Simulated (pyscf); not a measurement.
Single points on ωB97X-D3(BJ)/def2-SVP structures (PySCF, gas phase). MP2 and CC: frozen core, UHF for open shells. ΔMP2 is the change of the MP2 total energy from the triple- to the quadruple-zeta basis.

Problem. O=Si(OH)–Cl (SMILES O=[Si](O)Cl) + H₂O (SMILES O) → O=Si(OH)–OH (SMILES O=[Si](O)O) + HCl (SMILES Cl)
Surface: singlet. Broken: Cl–Si, H–O. Formed: O–Si, Cl–H. Give ΔE‡ and ΔE from CCSD/def2-TZVPP, relative to the separated reactants.

Solution. ΔE‡ = 0.24 eV, ΔE = -0.30 eV. CCSD(T)/def2-TZVPP + ΔMP2(QZVPP) gives 0.16 eV and -0.24 eV. Zero-point energy shifts the barrier by -0.04 eV. It is a four-centre exchange, with an imaginary mode of 782i cm⁻¹. On the reactant side the descent ends in an adduct with a O–Si contact, 0.98 eV under the separated species and 1.05 eV under the saddle at ωB97X-D3(BJ)/def2-TZVP. What is counted as formed (O–Si) is already present as a longer contact in the reactant adduct; forming that adduct is a step of its own. At ωB97X-D3(BJ)/def2-TZVP the barrier from the zero used here is 0.07 eV. This is the saddle that the search found; another between the same sides may lie lower. The CCSD(T) − MP2 part came from Ansatz, without density fitting, on the same reference.
